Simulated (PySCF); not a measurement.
Bonds broken one at a time in the series HO-X. All species are isolated molecules in the gas phase. One relaxed conformer stands for each flexible species; it need not be the lowest. Strings in code marks are SMILES.

Quantity: electronic energy of isomers of CH3O, doublet states, relative to `[CH2]O`, in kJ/mol.

Case: `C[O]`. Geometry of `C[O]` (neutral, multiplicity 2, Å):

```xyz
5

C     -0.0353    -0.0353     0.0232
O      1.3119     0.0215    -0.1709
H     -0.3237    -0.0163     1.0836
H     -0.4353     0.8961    -0.4247
H     -0.5175    -0.8660    -0.5112
```

**Question.** Give the electronic energy of isomers of CH3O, doublet states, relative to `[CH2]O` at the level B3LYP-D3(BJ)/def2-TZVP (PySCF).

**Answer.** 26.16 kJ/mol.
